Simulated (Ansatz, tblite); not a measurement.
**The cluster Ba₃+: rung by rung**

How do method and basis change the picture of the cluster Ba₃+ (doublet)?

The runs use Ansatz 0.2.0, Gaussian basis; as each input shows.

The runs, in order: GFN1-xTB, GFN2-xTB, PBE/def2-TZVP, r2SCAN/def2-TZVP, revPBE/def2-TZVP, BHLYP/def2-TZVP, BLYP/def2-TZVP, ωB97X-V/def2-TZVP, CAM-B3LYP/def2-TZVP, PBE+5HF/def2-TZVP, PBE+10HF/def2-TZVP, PBE+15HF/def2-TZVP, PBE+35HF/def2-TZVP, PBE+50HF/def2-TZVP, PBE/def2-SVP, PBE0/def2-SVP, CCSD(T)/def2-TZVPP, MP2/def2-TZVP, RPA/def2-TZVP.

1 further run of the same task is left out (set aside as unsound or not needed).

### 1 The structure

The geometry is that of the doublet, from an earlier relaxation (r2SCAN/def2-TZVP). At that level it is the lowest of the isomers that a small search found.

3 atoms, charge 1, spin multiplicity 2.

Bond lengths: Ba1–Ba2 4.495 Å, Ba1–Ba3 4.206 Å, Ba2–Ba3 4.206 Å. Angles: Ba2–Ba1–Ba3 57.7°, Ba1–Ba2–Ba3 57.7°, Ba1–Ba3–Ba2 64.6°.

Coordinates:

```
Ba   -2.16864   -1.26766   -0.38194
Ba    1.93991   -0.86239    1.39593
Ba    0.22873    2.13005   -1.01399
```

Ba takes a core potential in the def2 sets. No spin-orbit coupling is included. The ion is computed in the gas phase, without counter-ions or solvent.

PBE0/def2-TZVP was run before; its log isn't repeated, and its numbers join the tables.

### 2 GFN1-xTB

Tight binding, by tblite at 300 K electronic temperature and without a spin-polarisation term:

```python
tblite.interface.Calculator('GFN1-xTB', numbers, positions, charge=1, uhf=1).singlepoint()
```

Energy -33.9510 eV; 0.017 s.

### 3 GFN2-xTB

Tight binding, by tblite at 300 K electronic temperature and without a spin-polarisation term:

```python
tblite.interface.Calculator('GFN2-xTB', numbers, positions, charge=1, uhf=1).singlepoint()
```

Energy -30.8374 eV; 0.025 s.

### 4 PBE/def2-TZVP

start.molden holds the orbitals of an earlier run on this state, given as this run's starting guess.

Input file in.yaml:

```yaml
crystal:
  periodic: [false, false, false]
  atoms:
    - {symbol: Ba, position_ang: [-2.168639, -1.267661, -0.381943]}
    - {symbol: Ba, position_ang: [1.939906, -0.862386, 1.395935]}
    - {symbol: Ba, position_ang: [0.228733, 2.130047, -1.013992]}
basis:
  gaussian: {orbitals: def2-TZVP, initial_orbitals: start.molden}
total_charge: 1
magnetization: {spin_polarized: true, initial_magnetization: 1}
hamiltonian: {xc: pbe}
scf: {omitted_lower_state_checks: [starts]}
output: {orbitals: {seedname: orbitals}}
```

Run with:

```
> ansatz run in.yaml --threads 4 --pin off --events-out ev --progress --plain --max-ram 3916MiB
```

The runs that follow: r2SCAN/def2-TZVP; revPBE/def2-TZVP; BHLYP/def2-TZVP; BLYP/def2-TZVP; ωB97X-V/def2-TZVP; CAM-B3LYP/def2-TZVP; PBE+5HF/def2-TZVP; PBE+10HF/def2-TZVP; PBE+15HF/def2-TZVP; PBE+35HF/def2-TZVP; PBE+50HF/def2-TZVP; PBE/def2-SVP; PBE0/def2-SVP; CCSD(T)/def2-TZVPP; MP2/def2-TZVP; RPA/def2-TZVP.

Q: Predict the results of all the runs planned. Wanted: gap in def2-TZVP, named functionals, smallest and largest; gap over the share of exact exchange; correlation energy, CCSD(T)/def2-TZVPP; correlation energy, MP2/def2-TZVP; ⟨S²⟩ in def2-TZVP, named functionals, smallest and largest; PBE0 total energy, smallest basis above largest.

As calculated:

| quantity | value |
| --- | --- |
| gap in def2-TZVP, named functionals, smallest and largest | 0.30 eV (BLYP), 3.56 eV (ωB97X-V) |
| gap over the share of exact exchange | 0.61 eV at 0.05, 1.79 eV at 0.35 |
| correlation energy, CCSD(T)/def2-TZVPP | -14.13 eV |
| correlation energy, MP2/def2-TZVP | -11.95 eV |
| ⟨S²⟩ in def2-TZVP, named functionals, smallest and largest | 0.881, 1.938 |
| PBE0 total energy, smallest basis above largest | 2.16 eV (def2-SVP, def2-TZVP) |

Orbital gaps of the named functionals in def2-TZVP span 0.30 eV (BLYP) to 3.56 eV (ωB97X-V); exact exchange widens it. Raising the share of exact exchange from 0.05 to 0.35 moves the HOMO by -0.47 eV and the LUMO by +0.72 eV. Over the named functionals in def2-TZVP spin contamination reaches 1.19 (r2SCAN), so some levels may describe another state. Notes on CCSD(T)/def2-TZVPP: large T1 diagnostic, spin contamination.
